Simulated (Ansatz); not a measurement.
Reaction (hydrogenolysis of the Si–C bond): `C[SiH2]P` + H₂ → `[SiH3]P` + CH₄

Isolated molecules relaxed with PBE0-D4/def2-TZVP in Ansatz; ΔE leaves out vibrations. CCSD(T)/CBS adds triple-zeta CCSD(T) − MP2 to the extrapolated MP2 energy (def2 sets, frozen cores). This one scheme is used for every species. DFT in def2-TZVPP. HSE06 is defined as in plane-wave codes. One conformer a species, not always the lowest.

```tsv
level	ΔE (eV)
BLYP-D4	-0.27
HSE06-D4	-0.27
ωB97M-V	-0.27
PBE	-0.30
CAM-B3LYP	-0.37
CCSD(T)/def2-SVP	-0.42
MP2/def2-TZVPP	-0.23
SCS-MP2/def2-QZVPP	-0.28
```

Task: What does CCSD(T)/CBS give? (An estimate is asked.)

Result: The calculation gave: -0.26 eV. The listed levels differ from it by -0.01, -0.01, -0.01, -0.04, -0.11, -0.16, 0.03, -0.02 eV.

Largest T1 diagnostic among the species: 0.013.

Leaving LDA and LC-ωPBE aside and taking each functional with its dispersion term where it has one, the values, not all of them listed here, spread over 0.13 eV, from BHLYP-D4 to revPBE-D4. LDA lies +0.06 eV from PBE without D4. At CCSD(T), def2-SVP lies −0.16 eV from the extrapolated value and def2-TZVPP −0.03 eV. The D4 term adds +0.09 eV with B3LYP and +0.05 eV with PBE0; it sums over pairs of atoms, weighted by their polarisabilities, and B3LYP, whose exchange is more repulsive, gets the larger term.

B3LYP here is the variant with VWN-RPA as its local correlation; programs differ in this.
